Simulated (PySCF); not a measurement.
## F: ionisation energy

F [He] 2s2 2p5 (2P) → F⁺ [He] 2s2 2p4 (3P), as a difference of total energies. All numbers are calculated (PySCF 2.14, no relativity, point nucleus, in def2-TZVP). Correlated levels: valence: 1s2 frozen. The calculations carry no spin-orbit coupling.

Order these methods by the ionisation energy they give, lowest first.
A. r2SCAN
B. CCSD(T) (valence)
C. UHF
D. MP2 (valence)

C (15.655 eV), B (17.148 eV), D (17.207 eV), A (17.517 eV).

Errors of the correlated levels include the incompleteness of this basis and the frozen core.

For comparison: 17.427 eV (measured; NIST levels, between the centres of gravity of the two terms).
